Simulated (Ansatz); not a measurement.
We consider hcp Sc, described by r²SCAN in Ansatz (PAW).

Settings: plane-wave cutoff 600 eV, 12×12×8 k mesh (along the axes of the cell as run), Fermi–Dirac smearing 0.1 eV, finite displacements, scalar-relativistic PAW data made under PBE.

The cell has the measured lattice parameters. Conventional cell: a = 3.3089 Å, b = 3.3089 Å, c = 5.2680 Å, α = 90.00°, β = 90.00°, γ = 120.00°.

```cif
data_Sc2
_chemical_formula_sum 'Sc2'
_space_group_name_H-M_alt 'P63/mmc'
_space_group_IT_number 194
_space_group_name_Hall '-P 6c 2c'
_cell_length_a 3.30890
_cell_length_b 3.30890
_cell_length_c 5.26800
_cell_angle_alpha 90.000
_cell_angle_beta 90.000
_cell_angle_gamma 120.000
loop_
_atom_site_label
_atom_site_type_symbol
_atom_site_symmetry_multiplicity
_atom_site_Wyckoff_symbol
_atom_site_fract_x
_atom_site_fract_y
_atom_site_fract_z
_atom_site_occupancy
Sc1 Sc 2 c 0.33333 0.66667 0.25000 1
```

Harmonic phonon frequencies (cm⁻¹; i marks an imaginary mode):

```
q point              frequencies
-------  -----------------------
Γ                              ?
M        117 128 198 207 207 230
A                              ?
```

Problem. Some entries are withheld; supply them.

Solution. 
- Γ, frequencies: 0 0 0 128 128 222
- A, frequencies: 91 91 91 91 154 154

No imaginary mode appears at these points.

Note: the cell isn't this level's own, so it is under some stress, which shifts stiffness and frequencies.

Ansatz is a program for electronic structure.
